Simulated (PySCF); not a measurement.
Gas-phase reaction: 3 BCl₃ + 2 BH₂ = 4 BHCl₂ + BCl

Method: PySCF energies (xtb for GFN2) plus ideal-gas RRHO corrections (1 bar). † marks an energy on the PBE0/def2-TZVP geometry and frequencies; other levels use their own. MP2 freezes the core. Open shells (unrestricted): BH₂ (multiplicity 2); the rest are closed-shell singlets. GFN2 has no spin-polarisation term. MP2 isn't extrapolated to the basis-set limit.

MP2/def2-TZVPP† gives ΔH°(298 K) = -222 kJ.

Q: What do M06-2X/def2-TZVP†, GFN2-xTB, LDA/def2-TZVP† give?

A: M06-2X/def2-TZVP†: -237 kJ; GFN2-xTB: -378 kJ; LDA/def2-TZVP†: -250 kJ. For scale, ΔH°(298 K) is -222 kJ at this level, -257 kJ at ωB97M-V/def2-TZVP†, and runs from -378 to -166 kJ over the 20 levels computed.
